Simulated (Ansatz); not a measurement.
Calculated with Ansatz (gas phase, PBE0-D4/def2-TZVP geometries, no zero-point term in ΔE). CCSD(T)/CBS is the MP2 limit (def2-TZVPP, def2-QZVPP) plus CCSD(T) − MP2 in def2-TZVPP, frozen cores. Functionals use def2-TZVPP. B3LYP here is the variant with VWN-RPA as its local correlation; programs differ in this. One conformer a species, not always the lowest.

Reaction (isomerisation): `C=CC(C)=S` → `C1=CSCC1`

CCSD(T)/CBS gives -54.1 kJ/mol.

Problem. Another level gave -57.9 kJ/mol. Which?
A. r2SCAN/def2-TZVPP
B. ωB97M-V/def2-TZVPP
C. B3LYP-D4/def2-TZVPP
D. PBE0-D4/def2-TZVPP

Solution. B. ωB97M-V -57.9, r2SCAN -52.9, B3LYP-D4 -40.6, PBE0-D4 -66.6 kJ/mol.

Largest T1 diagnostic among the species: 0.017.

From PBE to PBE0 (25 % exact exchange), in def2-TZVPP and without D4, ΔE moves by −12.2 kJ/mol. In def2-TZVPP, CCSD(T) changes the Hartree–Fock value by −8.5 kJ/mol (the triples alone add +3.5 kJ/mol) and MP2 by −17.2 kJ/mol.
